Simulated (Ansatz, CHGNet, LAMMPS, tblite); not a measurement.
## Elastic constant C12 of zinc-blende InP: levels of theory against measurement

Reference value: 56 GPa (measured, temperature not stated, not corrected to a static lattice; as tabulated in Råsander and Moram (2015), arXiv:1505.02379).

| level (code) | value (GPa) | cell (Å³/atom) |
|---|---|---|
| Vashishta InP.vashishta (LAMMPS) | 57.3 | 25.26 |
| GFN2-xTB (tblite) | 41.1 | 27.73 |
| CHGNet-r²SCAN | 38.5 | 25.57 |
| LDA (Ansatz) | 56.6 | 24.73 |
| PBE (Ansatz) | … | 26.45 |
| PBE-D3(BJ) (Ansatz) | … | 25.59 |
| r²SCAN+rVV10 (Ansatz) | 56.2 | 25.49 |
| B3LYP (VWN-RPA form) (Ansatz) | 44.6 | 26.80 |
| Hartree–Fock (Ansatz) | … | 26.72 |

Complete the blanks.


- PBE (Ansatz, a quantum-chemistry and plane-wave program), value (GPa): 45.8
- PBE-D3(BJ) (Ansatz), value (GPa): 51.8
- Hartree–Fock (Ansatz), value (GPa): 55.3

Differences against the reference: Vashishta InP.vashishta +2.3 %, GFN2-xTB -27 %, CHGNet-r²SCAN -31 %, LDA +1.1 %, PBE -18.2 %, PBE-D3(BJ) -7.5 %, r²SCAN+rVV10 +0.4 %, B3LYP (VWN-RPA form) -20 %, Hartree–Fock -1.3 %.

The reference's temperature isn't stated, so close values are not ranked against it. Off by more than 25 %, or 35 % on the side where a correction would as a rule narrow the miss (bounds picked here): CHGNet-r²SCAN (-31 %), GFN2-xTB (-27 %).

The measured value isn't corrected to a static lattice, so vibrations enter the comparison.  GFN2-xTB: the method was fitted mainly to molecules. GFN2-xTB: the run uses a supercell at the zone centre in place of a k mesh. PBE-D3(BJ): the dispersion coefficients are held fixed in the derivatives. Each level is taken at its own relaxed cell. Cutoffs and k meshes differ between the levels. Ansatz's density-functional and Hartree–Fock values are scalar-relativistic unless marked +SOC, with PAW data made under PBE.

Empirical potentials (Vashishta InP.vashishta) are fitted to chosen data: where that held the value shown, agreement is built in, and what lay outside the fit can be far off. Machine-learned potentials (CHGNet-r²SCAN) are trained on DFT data: a solid inside that data is no test of them.

Differences are worked out from the printed values.
